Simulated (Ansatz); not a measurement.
**AlP (triplet): wave-function methods side by side, cc-pVTZ**

How much of the correlation energy of AlP (triplet) does each wave-function method recover here?

The runs use Ansatz 0.2.0, Gaussian basis; cc-pVTZ, core rule «outside noble gas», up to 10 orbitals frozen.

To be run: UHF; CCSD(T) on ROHF; CCSD(T) on UHF; BCCD(T) on ROHF; CISD; CCSDT(Q) on ROHF; CCSDT(Q) on UHF; CASSCF and MRCISD+Q, 8 electrons in 8 orbitals; CASSCF and NEVPT2, 8 electrons in 8 orbitals.

26 further runs of the same task are left out: 6 for a known fault of the program, 9 that didn't finish, 11 set aside as unsound or not needed.

## 1. The system

The geometry is a PBE0/def2-TZVP stationary point (not a proven minimum).

2 atoms, charge 0, spin multiplicity 3.

Atoms are counted from 1 here; the program's logs count them from 0.

Bond lengths: Al1–P2 2.208 Å.

## 2. UHF

Contents of in.yaml:

```yaml
crystal:
  periodic: [false, false, false]
  atoms:
    - {symbol: Al, position_ang: [0.000000, 0.000000, 0.000000]}
    - {symbol: P, position_ang: [0.000000, 0.000000, 2.208000]}
basis:
  gaussian: {orbitals: cc-pVTZ}
magnetization: {spin_polarized: true, initial_magnetization: 2}
hamiltonian: {xc: hf}
output: {orbitals: {seedname: orbitals}}
```

Run with:

```sh
ansatz run in.yaml --threads 1 --pin off --events-out ev --progress --plain --max-ram 2393MiB
```

After this run come: CCSD(T) on ROHF; CCSD(T) on UHF; BCCD(T) on ROHF; CISD; CCSDT(Q) on ROHF; CCSDT(Q) on UHF; CASSCF and MRCISD+Q, 8 electrons in 8 orbitals; CASSCF and NEVPT2, 8 electrons in 8 orbitals.

Before running them: what should the planned runs give, taken together? Wanted: UCCSDT(Q) below the RHF energy; RMP2 from UCCSDT(Q); UMP2 from UCCSDT(Q); RCCSD from UCCSDT(Q); RCCSD(T) from UCCSDT(Q); UCCSD(T) from UCCSDT(Q); RCCSDT(Q) from UCCSDT(Q); NEVPT2 valence from UCCSDT(Q); MRCISD+Q valence from UCCSDT(Q).

The runs gave:

| quantity | value |
| --- | --- |
| UCCSDT(Q) below the RHF energy | -5.5396 eV |
| RMP2 from UCCSDT(Q) | +1066.3 meV |
| UMP2 from UCCSDT(Q) | +1166.8 meV |
| RCCSD from UCCSDT(Q) | +422.4 meV |
| RCCSD(T) from UCCSDT(Q) | +77.4 meV |
| UCCSD(T) from UCCSDT(Q) | +80.7 meV |
| RCCSDT(Q) from UCCSDT(Q) | +4.3 meV |
| NEVPT2 valence from UCCSDT(Q) | +1001.8 meV |
| MRCISD+Q valence from UCCSDT(Q) | +63.2 meV |
| levels within 1 kcal/mol (43 meV) | RCCSDT, UCCSDT, RCCSDT(Q) |
| T1 diagnostic | 0.034 |
| effectively unpaired electrons | 2.05 |

**Reading.** RCCSD(T) lands +77.4 meV from the yardstick (1.4 % of the correlation energy). One determinant dominates. Of the multireference levels listed MRCISD+Q valence comes nearest in total energy (+63.2 meV), which doesn't show that its space is the better one. Coupled cluster took another determinant than the lowest Hartree-Fock one. These misses are within one basis, not against nature; the frozen cores of restricted and unrestricted runs differ, which can shift their rows.
